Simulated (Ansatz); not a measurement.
## SiBr⁺, singlet: reading a ladder of total energies

Geometry: that of the SiBr, doublet, kept fixed.

```xyz
2

Si    0.0000    0.0000    0.0000
Br    0.0000    0.0000    2.2315
```

Basis cc-pVDZ; Ansatz 0.2.0. Correlated methods freeze the noble-gas cores and the filled d shells of p-block atoms, which leaves 10 electrons in 26 orbitals. Prefix R: restricted or restricted open-shell reference. No spin–orbit coupling is included, and no scalar relativity.

Full CI isn't at hand for all of this; RCCSDTQ serves as the reference, and is uncertain by about the last step of the cluster series.

Runs differ by some tens of microhartree through their thresholds, so steps under 0.03 kcal/mol mean nothing.

| level | total energy (hartree) |
| --- | --- |
| RHF | -2861.042712 |
| RMP2 | -2861.218351 |
| RCCSD | -2861.242290 |
| RCCSD(T) | -2861.250336 |
| RCCSDT | -2861.251417 |
| RCCSDT(Q) | -2861.252200 |
| RCCSDTQ | -2861.252042 |

What is the correlation energy at RCCSDTQ, and what share of it do RMP2 and RCCSDT recover?

E(corr) = -2861.252042 − (-2861.042712) = -0.209330 hartree = -5.696 eV. RMP2: -0.175639 / -0.209330 = 83.91 %. RCCSDT: -0.208705 / -0.209330 = 99.70 %.

By how many kcal/mol does RCCSD(T) miss RCCSDTQ (1 hartree = 627.509 kcal/mol), and which steps make up the rest?

-2861.250336 − (-2861.252042) = 0.001706 hartree = 1.07 kcal/mol. Steps: RCCSDT − RCCSD(T) = -0.68, RCCSDT(Q) − RCCSDT = -0.49, RCCSDTQ − RCCSDT(Q) = 0.10 kcal/mol. Differences between like states or geometries often cancel part of this.
